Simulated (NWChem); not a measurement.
System: methanethiol (CH4S); SMILES SC

Input file for NWChem:

```
start job
memory heap 200 mb stack 900 mb global 1100 mb
geometry units angstroms noautoz
  C      0.007930     1.146969     0.000000
  S      0.078698    -0.679199     0.000000
  H     -0.488987     1.543455     0.906731
  H      1.058961     1.493961     0.000000
  H     -0.488987     1.543455    -0.906731
  H     -1.267336    -0.888352     0.000000
end
basis spherical
  C library 6-31g*
  S library 6-31g*
  H library 6-31g*
end
dft
  xc r2scan
  iterations 150
end
task dft gradient
```

NWChem printed, in part:

```
             Northwest Computational Chemistry Package (NWChem) 7.3.0
             --------------------------------------------------------

 CS  symmetry detected

                             Geometry "geometry" -> ""
                             -------------------------

 Output coordinates in angstroms (scale by  1.889725989 to convert to a.u.)

  No.       Tag          Charge          X              Y              Z
 ---- ---------------- ---------- -------------- -------------- --------------
    1 C                    6.0000     0.01223901     1.15817253     0.00000000
    2 S                   16.0000     0.06890959    -0.66848729     0.00000000
    3 H                    1.0000    -0.48160290     1.55848219     0.90673100
    4 H                    1.0000     1.06591697     1.49704179     0.00000000
    5 H                    1.0000    -0.48160290     1.55848219    -0.90673100
    6 H                    1.0000    -1.27869867    -0.86724467     0.00000000

 Effective nuclear repulsion energy (a.u.)      55.7855067509

      Symmetry information
      --------------------

 Group name             Cs
 Group number              2
 Group order               2
 No. of unique centers     5

                                 NWChem DFT Module
                                 -----------------

 Summary of "ao basis" -> "ao basis" (spherical)
 ------------------------------------------------------------------------------
       Tag                 Description            Shells   Functions and Types
 ---------------- ------------------------------  ------  ---------------------
 C                           6-31g*                  6       14   3s2p1d
 S                           6-31g*                  8       18   4s3p1d
 H                           6-31g*                  2        2   2s

      Symmetry analysis of basis
      --------------------------

        a'         29
        a"         11

            General Information
            -------------------
          SCF calculation type: DFT
          Wavefunction type:  closed shell.
          No. of atoms     :     6
          No. of electrons :    26
           Alpha electrons :    13
            Beta electrons :    13
          Charge           :     0
          Spin multiplicity:     1
          Use of symmetry is: on ; symmetry adaption is: on
          Maximum number of iterations: 150
          AO basis - number of functions:    40
                     number of shells:    22
          Convergence on energy requested:  1.00D-06
          Convergence on density requested:  1.00D-05
          Convergence on gradient requested:  5.00D-04

              XC Information
              --------------
                      r^2SCAN Method XC Functional
               r^2SCAN metaGGA Exchange Functional  1.000
                     r^2SCAN Correlation Potential  1.000

             Grid Information
             ----------------
          Grid used for XC integration:  medium
          Radial quadrature: Mura-Knowles
          Angular quadrature: Lebedev.
          Tag              B.-S. Rad. Rad. Pts. Rad. Cut. Ang. Pts.
          ---              ---------- --------- --------- ---------
          C                   0.70       49           7.0       434
          S                   1.00       88           8.0       590
          H                   0.35       45           9.0       434
          Grid pruning is: on
          Number of quadrature shells:   272
          Spatial weights used:  Erf1

      Superposition of Atomic Density Guess
      -------------------------------------

 Sum of atomic energies:        -437.10886526

      Non-variational initial energy
      ------------------------------

 Total energy =    -437.895913
 1-e energy   =    -712.376208
 2-e energy   =     218.694788
 HOMO         =      -0.280562
 LUMO         =       0.067443

      Symmetry analysis of molecular orbitals - initial
      -------------------------------------------------

  Numbering of irreducible representations:

     1 a'          2 a"

  Orbital symmetries:

     1 a'          2 a'          3 a'          4 a'          5 a'
     6 a"          7 a'          8 a'          9 a'         10 a"
    11 a'         12 a'         13 a"         14 a'         15 a'
    16 a'         17 a'         18 a"         19 a'         20 a'
    21 a'         22 a"         23 a'

   convergence    iter        energy       DeltaE   RMS-Dens  Diis-err
 ---------------- ----- ----------------- --------- --------- ---------
 d= 0,ls=0.0,diis     1   -438.5937693871 -4.94D+02  1.51D-02  1.68D-01
 d= 0,ls=0.0,diis     2   -438.6017084263 -7.94D-03  8.81D-03  9.03D-02
 d= 0,ls=0.0,diis     3   -438.6123424051 -1.06D-02  2.95D-03  2.23D-02
 d= 0,ls=0.0,diis     4   -438.6153801711 -3.04D-03  7.51D-04  8.34D-04
 d= 0,ls=0.0,diis     5   -438.6155185471 -1.38D-04  1.22D-04  1.70D-05
  Resetting Diis
 d= 0,ls=0.0,diis     6   -438.6155211726 -2.63D-06  2.31D-05  8.49D-07
 d= 0,ls=0.0,diis     7   -438.6155212990 -1.26D-07  1.00D-05  3.11D-08
 d= 0,ls=0.0,diis     8   -438.6155212990 -3.19D-11  5.44D-06  3.09D-08

         Total DFT energy =     -438.615521299002
      One electron energy =     -714.305927079637
           Coulomb energy =      252.421378916379
    Exchange-Corr. energy =      -32.516479886688
 Nuclear repulsion energy =       55.785506750945

 Numeric. integr. density =       26.000000325413

                  Occupations of the irreducible representations
                  ----------------------------------------------

                     irrep           alpha         beta
                     --------     --------     --------
                     a'               10.0         10.0
                     a"                3.0          3.0

                       DFT Final Molecular Orbital Analysis
                       ------------------------------------

 Vector   11  Occ=2.000000D+00  E=-3.637616D-01  Symmetry=a'
              MO Center=  8.9D-02,  5.5D-01, -1.9D-15, r^2= 2.2D+00
   Bfn.  Coefficient  Atom+Function         Bfn.  Coefficient  Atom+Function
  ----- ------------  ---------------      ----- ------------  ---------------
    22      0.347254  2 S  py                 3     -0.285502  1 C  px
     4     -0.276849  1 C  py                35     -0.235249  4 H  s
    36     -0.191056  4 H  s                 21      0.167524  2 S  px
    40     -0.167464  6 H  s                  7     -0.162141  1 C  px
     8     -0.162656  1 C  py                39     -0.160826  6 H  s

 Vector   12  Occ=2.000000D+00  E=-3.072742D-01  Symmetry=a'
              MO Center=  9.5D-02, -4.0D-01, -4.6D-17, r^2= 2.2D+00
   Bfn.  Coefficient  Atom+Function         Bfn.  Coefficient  Atom+Function
  ----- ------------  ---------------      ----- ------------  ---------------
    21      0.395728  2 S  px                22     -0.355902  2 S  py
    24      0.314251  2 S  s                 20      0.259694  2 S  s
     4      0.218972  1 C  py                40     -0.195666  6 H  s
    39     -0.160012  6 H  s                 17     -0.154156  2 S  px
     3     -0.145697  1 C  px                25      0.143032  2 S  px

 Vector   13  Occ=2.000000D+00  E=-2.100021D-01  Symmetry=a"
              MO Center=  2.7D-02, -5.1D-01, -1.8D-15, r^2= 1.8D+00
   Bfn.  Coefficient  Atom+Function         Bfn.  Coefficient  Atom+Function
  ----- ------------  ---------------      ----- ------------  ---------------
    23      0.681569  2 S  pz                27      0.436461  2 S  pz
    19     -0.259538  2 S  pz                34     -0.134043  3 H  s
    38      0.134043  5 H  s                  5     -0.110302  1 C  pz
    33     -0.096524  3 H  s                 37      0.096524  5 H  s
     9     -0.035703  1 C  pz

 Vector   14  Occ=0.000000D+00  E= 7.219863D-03  Symmetry=a'
              MO Center= -7.7D-02, -4.2D-01,  9.3D-15, r^2= 3.0D+00
   Bfn.  Coefficient  Atom+Function         Bfn.  Coefficient  Atom+Function
  ----- ------------  ---------------      ----- ------------  ---------------
     6      1.002013  1 C  s                 40     -0.856586  6 H  s
    26     -0.728107  2 S  py                25     -0.568925  2 S  px
    22     -0.378484  2 S  py                 8     -0.358617  1 C  py
    21     -0.330026  2 S  px                34     -0.248961  3 H  s
    38     -0.248961  5 H  s                  4     -0.221692  1 C  py

 Vector   15  Occ=0.000000D+00  E= 5.395520D-02  Symmetry=a'
              MO Center= -4.4D-01, -4.2D-01, -2.0D-15, r^2= 3.0D+00
   Bfn.  Coefficient  Atom+Function         Bfn.  Coefficient  Atom+Function
  ----- ------------  ---------------      ----- ------------  ---------------
    40      1.240667  6 H  s                 24     -1.113068  2 S  s
     6      0.773737  1 C  s                 25      0.749496  2 S  px
     8     -0.656207  1 C  py                26     -0.646284  2 S  py
    20     -0.415619  2 S  s                 21      0.391682  2 S  px
     4     -0.267408  1 C  py                22     -0.260431  2 S  py

 Vector   16  Occ=0.000000D+00  E= 1.192804D-01  Symmetry=a'
              MO Center=  2.4D-01,  1.4D+00,  2.6D-17, r^2= 3.4D+00
   Bfn.  Coefficient  Atom+Function         Bfn.  Coefficient  Atom+Function
  ----- ------------  ---------------      ----- ------------  ---------------
     6      1.867979  1 C  s                 36     -1.310027  4 H  s
    34     -0.883066  3 H  s                 38     -0.883066  5 H  s
     8      0.686602  1 C  py                 4      0.310078  1 C  py
    40      0.278269  6 H  s                 20      0.252324  2 S  s
     7      0.240304  1 C  px                24     -0.220170  2 S  s

     Multipole analysis of the density
     ---------------------------------

     L   x y z        total         alpha         beta         nuclear
     -   - - -        -----         -----         ----         -------
     0   0 0 0     -0.000000    -13.000000    -13.000000     26.000000

     1   1 0 0     -0.386289     -0.193145     -0.193145      0.000000
     1   0 1 0      0.587791      0.293895      0.293895     -0.000000
     1   0 0 1     -0.000000     -0.000000     -0.000000      0.000000

     2   2 0 0    -14.225944    -13.026668    -13.026668     11.827391
     2   1 1 0      1.106314     -0.431625     -0.431625      1.969564
     2   1 0 1     -0.000000     -0.000000     -0.000000      0.000000
     2   0 2 0    -14.952807    -48.631432    -48.631432     82.310057
     2   0 1 1      0.000000      0.000000      0.000000      0.000000
     2   0 0 2    -16.755444    -11.313712    -11.313712      5.871980

            General Information
            -------------------
          SCF calculation type: DFT
          Wavefunction type:  closed shell.
          No. of atoms     :     6
          No. of electrons :    26
           Alpha electrons :    13
            Beta electrons :    13
          Charge           :     0
          Spin multiplicity:     1
          Use of symmetry is: on ; symmetry adaption is: on
          Maximum number of iterations: 150
          AO basis - number of functions:    40
                     number of shells:    22
          Convergence on energy requested:  1.00D-06
          Convergence on density requested:  1.00D-05
          Convergence on gradient requested:  5.00D-04

              XC Information
              --------------
                      r^2SCAN Method XC Functional
               r^2SCAN metaGGA Exchange Functional  1.000
                     r^2SCAN Correlation Potential  1.000

             Grid Information
             ----------------
          Grid used for XC integration:  medium
          Radial quadrature: Mura-Knowles
          Angular quadrature: Lebedev.
          Tag              B.-S. Rad. Rad. Pts. Rad. Cut. Ang. Pts.
          ---              ---------- --------- --------- ---------
          C                   0.70       49           7.0       434
          S                   1.00       88           8.0       590
          H                   0.35       45           9.0       434
          Grid pruning is: on
          Number of quadrature shells:   272
          Spatial weights used:  Erf1

          Convergence Information
          -----------------------
          Convergence aids based upon iterative change in
          total energy or number of iterations.
          Levelshifting, if invoked, occurs when the
          HOMO/LUMO gap drops below (HL_TOL):  1.00D-02
          DIIS, if invoked, will attempt to extrapolate
          using up to (NFOCK): 10 stored Fock matrices.

                    Damping( 0%)  Levelshifting(0.5)       DIIS
                  --------------- ------------------- ---------------
          dE  on:    start            ASAP                start
          dE off:    2 iters        150 iters           150 iters

                            NWChem DFT Gradient Module
                            --------------------------

  charge          =   0.00
  wavefunction    = closed shell

  Using symmetry

                         DFT ENERGY GRADIENTS

    atom               coordinates                        gradient
                 x          y          z           x          y          z
   1 C       0.023128   2.188629   0.000000   -0.001209  -0.008162   0.000000
   2 S       0.130220  -1.263258   0.000000    0.006825  -0.000947   0.000000
   3 H      -0.910098   2.945104   1.713473   -0.003640   0.003668   0.006746
   4 H       2.014291   2.828999   0.000000    0.007922   0.002532   0.000000
   5 H      -0.910098   2.945104  -1.713473   -0.003640   0.003668  -0.006746
   6 H      -2.416390  -1.638855   0.000000   -0.006259  -0.000761   0.000000
```

Level: r2SCAN/6-31G* (spherical d). The geometry was optimised at PBE-D3(BJ)/def2-SVP.
